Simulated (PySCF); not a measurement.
H6Si2. Atoms are numbered in the order given.

```xyz
8

Si     0.0000     0.0000    -1.1722
Si     0.0000     0.0000     1.1722
H     -1.2076    -0.6906    -1.6866
H      1.2019    -0.7005    -1.6866
H      0.0057     1.3911    -1.6866
H     -1.2076     0.6906     1.6866
H      1.2019     0.7005     1.6866
H      0.0057    -1.3911     1.6866
```

Geometry optimised at B3LYP-D3(BJ)/def2-TZVP.

Calculation: HF/def2-TZVPD run with PySCF.

```yaml
total_energy: -581.36496 hartree
point_group: D3
highest_occupied_level: -11.02 eV
lowest_empty_level: 1.83 eV
orbital_gap: 12.85 eV
dipole_moment: 0.00 D
quadrupole, principal values (traceless, Buckingham form, about the centre of nuclear charge): -1.07, 0.54, 0.54 D·Å
mean_static_polarisability: 57.7 bohr³ (8.55 Å³)
polarisability_principal_values: 52.7, 52.7, 67.5 bohr³
```
